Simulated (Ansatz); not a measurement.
Cubic perovskite SrTiO3 (cubic form, which distorts at low temperature), treated with PBE (Ansatz, a quantum-chemistry and plane-wave program, PAW).

Run with plane-wave cutoff 520 eV, 10×10×10 k mesh, Fermi–Dirac smearing 0.01 eV, no spin polarisation, scalar-relativistic PAW data made under PBE.

Response to compression and expansion:

```csv
V (Å³/atom),P (GPa),direct gap at Γ (eV),smallest gap on the k mesh (eV)
11.467,12.07,2.278,1.959
11.711,7.61,2.253,1.920
11.955,3.60,2.228,1.880
12.199,0.00,2.200,1.841
12.443,-3.22,2.171,1.802
12.687,-6.12,2.141,1.764
12.931,-8.72,2.111,1.726
```

The fundamental gap (1.84 eV at the equilibrium volume, with added k points) lies elsewhere than Γ–Γ.

Measured, for comparison: band gap 3.59 eV (zero-point renormalisation of 336 meV (experimental, the table's column) added back here, indirect; inputs from Miglio et al. (2020), arXiv:2011.12765).

Note: the relaxation could not lower the start's symmetry, so the cell can be a saddle point above a distorted one.

Spin–orbit coupling is not included.
